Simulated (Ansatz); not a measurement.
For fluorite CeO2, r²SCAN (Ansatz, an electronic-structure program, PAW) gives:

| Property | Value |
|---|---|
| band gap at the measured cell | 2.25 eV |
| elastic constant C11 | 364 GPa |
| elastic constant C44 | 55.3 GPa |
| polycrystal shear modulus | 78.3 GPa |

### Question
What does Hartree–Fock in Ansatz (plane waves, PAW) give for the same quantities?

### Answer

- band gap at the measured cell: 14.02 eV (grows by 11.77 eV)
- elastic constant C11: 467 GPa (grows by 28 %)
- elastic constant C44: 78.6 GPa (rises by 42 %)
- Voigt–Reuss–Hill shear modulus: 110 GPa (grows by 40 %)

For comparison: band gap 3 eV (measured, temperature not stated, not corrected to a static lattice, O 2p to Ce 4f, our sources range from 3.00 to 3.20; as tabulated in Tran et al. (2019), arXiv:1908.01820); elastic constant C11 403 GPa (measured, temperature not stated, no zero-point or thermal correction; as tabulated in Atomistic and experimental study on thermal conductivity of bulk and porous …); elastic constant C44 60 GPa (measured, temperature not stated, no zero-point or thermal correction; as tabulated in Atomistic and experimental study on thermal conductivity of bulk and porous …).

Changes are worked out from the printed values.

Unless a cell is named, each level is at its own relaxed cell.

Spin–orbit coupling is included only where a level's name says +SOC; with heavier elements it mostly lowers gaps and can invert bands. Density-functional gaps are differences of (generalised) Kohn–Sham levels.

The crystal itself was run without spin with r²SCAN, Hartree–Fock; a magnetic state was not tried in these runs.

Ansatz's density-functional and Hartree–Fock values are scalar-relativistic unless marked +SOC, with PAW data made under PBE.
